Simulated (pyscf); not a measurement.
**Four-centre exchange: H₂N–Sn(NH₂)(NH₂)–NH₂ + H₂O -> NH₃ + H₂N–Sn(NH₂)(NH₂)–OH**

Gas phase, singlet surface, charge 0. Bonds broken: N1–Sn2, O14–H15. Bonds formed: N1–H15, Sn2–O14. Single points on ωB97X-D3(BJ)/def2-SVP structures (PySCF, gas phase).

Transition state (Å):

```xyz
16

N      0.2039    -1.9904     0.9117
Sn    -0.2523     0.0083     0.1299
N     -0.6918     1.4221     1.4891
N     -2.0916    -0.2754    -0.7359
N      0.8338     0.2323    -1.5648
H      0.3425    -2.7023     0.1951
H     -0.3950    -2.3724     1.6423
H     -1.6585     1.5066     1.7882
H     -0.0537     1.4409     2.2792
H     -2.8650    -0.3706    -0.0803
H     -2.1389    -1.0665    -1.3756
H      0.2576     0.6066    -2.3173
H      1.6426     0.8410    -1.4578
O      1.7084    -0.1767     1.2674
H      1.2067    -1.3349     1.2518
H      2.5290    -0.1112     0.7652
```

One imaginary mode, 1008i cm⁻¹; descent along it reached the two sides named, in the forms told below.

```tsv
bond	change	reactant side (Å)	saddle	product side
N1–Sn2	breaks	2.056	2.194	2.433
O14–H15	breaks	0.975	1.262	2.318
N1–H15	forms	2.064	1.245	1.022
Sn2–O14	forms	2.8	2.274	1.998
```

Electronic energies relative to the separated reactants (kcal/mol):

```tsv
level	barrier	reaction energy	reverse barrier
ωB97X-D3(BJ)/def2-TZVP	0.0	-7.7	7.7
PBE/def2-TZVP	-1.9	-8.9	7.0
r²SCAN/def2-TZVP	-3.2	-9.1	6.0
B3LYP-D3(BJ)/def2-TZVP	-0.1	-8.5	8.3
PBE0-D3(BJ)/def2-TZVP	-1.2	-7.7	6.4
M06-2X/def2-TZVP	-1.7	-8.2	6.5
ωB97M-D3(BJ)/def2-TZVP	1.0	-8.0	9.0
HF/def2-TZVP	15.5	-8.5	24.0
```

With ωB97M-D3(BJ)/def2-TZVP energies and thermal terms (ideal gas, 1 atm, RRHO with modes under 100 cm⁻¹ raised to 100, one conformer, R ln 2 for chiral ones without a mode under 150 cm⁻¹), in kcal/mol:

```csv
T (K),ΔH‡,ΔG‡,ΔH,ΔG
298,0.0,11.9,-7.6,-7.8
600,0.0,23.9,-7.9,-7.9
900,0.6,35.8,-8.1,-7.9
1200,1.4,47.4,-8.1,-7.8
```

On the reactant side the descent ends in a bound adduct (not fully relaxed), 10.8 kcal/mol under the separated species and 10.8 kcal/mol under the saddle at ωB97X-D3(BJ)/def2-TZVP. On the product side the descent ends in an adduct with a N–Sn contact (not fully relaxed), 11.1 kcal/mol under the separated species and 18.8 kcal/mol under the saddle at ωB97X-D3(BJ)/def2-TZVP. At PBE, r²SCAN, B3LYP-D3(BJ), PBE0-D3(BJ), M06-2X the saddle lies under the separated reactants, which points to a path from their complex (located at ωB97X-D3(BJ) alone). What is counted as broken (N–Sn) persists as a longer contact in the product adduct; parting that adduct is a step of its own. One saddle was located; it need not be the lowest between these sides. Elements past Kr carry the def2 core potentials, without spin-orbit coupling.
